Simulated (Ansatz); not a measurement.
Scan of [Br···H···O], triplet

Starting geometry:

```yaml
atoms:
  - { symbol: Br, position_ang: [0.0000, 0.0000, -1.5079] }
  - { symbol: H, position_ang: [0.0000, 0.0000, -0.0873] }
  - { symbol: O, position_ang: [0.0000, 0.0000, 1.5951] }
```

From there H2 is moved from one fragment to the other while all else, the fragments' distance too, stays fixed, so the hump isn't the reaction's barrier; atoms are numbered as listed. Energies are in kJ/mol, counted from the starting geometry at the same level.

Basis cc-pVDZ; Ansatz 0.2.0. Correlated methods freeze the noble-gas cores and the filled d shells of p-block atoms. Prefix R: restricted or restricted open-shell reference; prefix U: unrestricted. No spin–orbit coupling is included, and no scalar relativity.

Unrestricted rows (U) aren't spin-pure: their determinants' ⟨S²⟩ exceeds S(S+1) by up to 0.14, so they mix in states of higher spin. HF rows are the lowest solutions found. Coupled cluster chose its determinant by trial CCSD, here up to 0.42 eV above the lowest Hartree–Fock solution of its kind, and MP2 stands on that determinant too. The largest doubles amplitude grows up the series, to 0.16: the determinant mixes near-degenerate terms, and the last step may understate the doubt. A value is left out where its run failed or describes another state than the reference as far as symmetry and spin tell, or, spin-broken singlets apart, can't be checked. The reference follows the lowest state, whose symmetry changes from Σ⁻ or Δ to Π between 1.618 and 1.717, from Π to Σ⁻ or Δ between 1.915 and 2.014.

Full CI isn't at hand for all of this; UCCSDT(Q) serves as the reference, and is uncertain by about the last step of the cluster series. The frozen core follows each run's orbitals, which can shift R against U totals by a few meV for light atoms and by up to 0.1 eV past Ca.

| distance Br1-H2 (Å) | UCCSDT(Q) | error UHF | error UMP2 | error UCCSD | error RCCSD(T) | error UCCSDT | error RCCSDT(Q) |
| --- | --- | --- | --- | --- | --- | --- | --- |
| 1.321 | 13.5 | -4.9 | -0.8 | -0.7 | -0.2 | -0.1 | 0.0 |
| 1.421 | 0.0 | 0.0 | 0.0 | 0.0 | 0.0 | 0.0 | 0.0 |
| 1.520 | 12.2 | 5.3 | 0.9 | 1.0 | 0.3 | 0.1 | 0.0 |
| 1.618 | 38.0 | 10.4 | 2.0 | 2.3 | 0.7 | 0.2 | 0.0 |
| 1.717 | 59.4 | – | 21.3 | 5.3 | 1.7 | 0.5 | 0.0 |
| 1.816 | 56.4 | 53.8 | 25.7 | 5.8 | 2.0 | 0.7 | 0.0 |
| 1.915 | 31.9 | 59.4 | 14.2 | 3.9 | 1.3 | 0.6 | 0.1 |
| 2.014 | -2.1 | 45.8 | -0.9 | 1.7 | 1.4 | 0.7 | 0.0 |
| 2.113 | -28.6 | 33.2 | -3.1 | 0.0 | 0.8 | 0.5 | 0.0 |

Errors are those of relative energies. In total energy the starting point itself misses UCCSDT(Q) by: UHF 696.5, UMP2 88.3, UCCSD 10.6, RCCSD(T) 2.1, UCCSDT 0.8, RCCSDT(Q) 0.2 kJ/mol.

Spread of the error over the points with a reference, to 2.113 Å (largest less smallest): RCCSDT(Q) 0.1, UCCSDT 0.8, RCCSD(T) 2.2, UCCSD 6.5, UMP2 28.8, UHF 64.4 (8 of 9 points) kJ/mol.
